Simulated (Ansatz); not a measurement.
**SiN (quartet): wave-function methods side by side at distance Si1–N2 = 3.468 Å, 6-31G**

One table from this session's results is given with a row withheld; the runs are named, their logs left out.

Program: Ansatz 0.2.0, Gaussian basis. Level of theory: 6-31G, core rule «outside noble gas», up to 6 orbitals frozen. These are calculated values, not measurements.

Plan: UHF; CCSD(T) on ROHF; CCSD(T) on UHF; BCCD(T) on ROHF; CISD; CCSDT(Q) on ROHF; CCSDT(Q) on UHF; CISDTQ; CCSDTQ on ROHF; CCSDTQ on UHF; CASSCF and MRCISD+Q, 5 electrons in 5 orbitals; CASSCF and NEVPT2, 5 electrons in 5 orbitals; CASSCF and MRCISD+Q, 9 electrons in 8 orbitals; CASSCF and NEVPT2, 9 electrons in 8 orbitals; Full CI; Full CI in the symmetry of the determinant.

23 further runs of the same task are left out: 1 for a known fault of the program, 19 that didn't finish, 3 set aside as unsound or not needed.

## The geometry

The geometry derives from a PBE0/def2-TZVP stationary point (not a proven minimum). One bond is set to the value named and the two fragments are kept rigid.

2 atoms, charge 0, spin multiplicity 4.

Atoms are counted from 1 here; the program's logs count them from 0.

No contacts short enough for the rule that draws bonds.

The first run:

File in.yaml:

```yaml
crystal:
  periodic: [false, false, false]
  atoms:
    - {symbol: Si, position_ang: [0.000000, 0.000000, 0.000000]}
    - {symbol: N, position_ang: [0.000000, 0.000000, 3.468000]}
basis:
  gaussian: {orbitals: 6-31G}
magnetization: {spin_polarized: true, initial_magnetization: 3}
hamiltonian: {xc: hf}
output: {orbitals: {seedname: orbitals}}
```

Run with:

```
ansatz run in.yaml --threads 1 --pin off --events-out ev --progress --plain --max-ram 2393MiB
```

Steps of the session up to this table: UHF; CCSD(T) on ROHF; CCSD(T) on UHF; BCCD(T) on ROHF; CISD; CCSDT(Q) on ROHF; CCSDT(Q) on UHF; CISDTQ; CCSDTQ on ROHF; CCSDTQ on UHF; CASSCF and MRCISD+Q, 5 electrons in 5 orbitals; CASSCF and NEVPT2, 5 electrons in 5 orbitals; CASSCF and MRCISD+Q, 9 electrons in 8 orbitals; CASSCF and NEVPT2, 9 electrons in 8 orbitals; Full CI; Full CI in the symmetry of the determinant.

One of the session's tables, all rows but one given; the rest of the session is left out.

| method | from FCI (meV) |
| --- | --- |
| UHF | +2137.0 |
| UMP2 | +965.7 |
| UCCSD | +105.8 |
| UCCSD(T) | +17.1 |
| UCCSDT | +0.4 |
| UCCSDT(Q) | ? |
| UCCSDTQ | -1.9 |
| CASSCF pair | +1677.6 |
| NEVPT2 pair | +536.4 |
| CASSCF valence | +1314.3 |
| NEVPT2 valence | +453.3 |
| MRCISD valence | +32.4 |
| MRCISD+Q valence | -0.5 |
| FCI | 0 |

Estimate the missing values for UCCSDT(Q).

The run gave: from FCI (meV): -2.1. In the column «from FCI (meV)» it is the lowest.

Among the levels timed on like hardware and quicker than the yardstick, those that no quicker one beats, quickest first: NEVPT2 pair (1.4 s, +536.4 meV); NEVPT2 valence (1.8 s, +453.3 meV); MRCISD+Q valence (2.5 s, -0.5 meV).

Not comparable, so not listed: CASSCF and MRCISD+Q, 5 electrons in 5 orbitals (they don't share determinant, frozen orbitals or solution with the rows shown, or repeat one).

To keep in mind: The report flags that the cluster equations may have other roots. The yardstick is full CI for this spin, exact in this basis with these frozen cores. Left out of the table: ROHF, RMP2, CISD, RCCSD, RCCSD(T), BCCD(T), RCCSDT, CISDTQ, RCCSDT(Q), RCCSDTQ (another determinant or state than the rows shown). The program flags UCCSD(T), UCCSDT(Q), UCCSDTQ as in doubt, so those rows may rest on another solution; read them beside their warnings. UCCSDT(Q) falls below full CI: unrestricted runs freeze a spin-polarised core, another one than full CI's, and coupled cluster isn't variational. Of the multireference levels listed MRCISD+Q valence comes nearest in total energy (-0.5 meV), which doesn't show that its space is the better one. Levels on UHF freeze UHF's core orbitals, full CI those of ROHF, so the U rows can settle a little off it for that reason alone. Warnings in the runs' records: other roots, other amplitudes, passed over end.
